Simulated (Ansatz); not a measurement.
## Ansatz (development build ahead of 0.2.0) run

```yaml
crystal:
  periodic: [false, false, false]
  atoms:
    - { symbol: O, position_ang: [-1.45609, -0.15703, 0.0] }
    - { symbol: H, position_ang: [-1.90512, 0.69358, 0.0] }
    - { symbol: H, position_ang: [-0.51602, 0.08783, 0.0] }
    - { symbol: O, position_ang: [1.37352, 0.16183, 0.0] }
    - { symbol: H, position_ang: [1.54085, -0.40993, -0.75843] }
    - { symbol: H, position_ang: [1.54085, -0.40993, 0.75843] }
basis:
  gaussian: { orbitals: cc-pVTZ }
hamiltonian:
  xc: hf
```

The input is written out in the form of the current development build from the run's settings.

The run gave:

```
Converged                       : yes
Total energy                    : -152.11904 hartree
Spin squared of the determinant : 0.000
```
